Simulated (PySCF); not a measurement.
Calculation: PySCF with B3LYP-D3(BJ)/def2-TZVP. Isolated molecules, 0 K electronic values unless said otherwise. B3LYP has the VWN-RPA correlation part, as in Gaussian. Excitations are Tamm–Dancoff values on a coarser integration grid. The basis has no diffuse functions, so Rydberg states are missing or too high.

Reference species (SMILES): `C#N` (neutral, multiplicity 1).

```
Quantity               Value
-------------------  -------
S1 excitation (TDA)  7.93 eV
dipole moment         3.03 D
```

Changed species: `N#CS` (X = mercapto; the reference has X = H).

Question: Give the shifts of the S1 excitation (TDA) and dipole moment.

Answer: the S1 excitation (TDA) falls by 2.63 eV, to 5.30 eV; the dipole moment increases by 0.53 D, to 3.56 D.
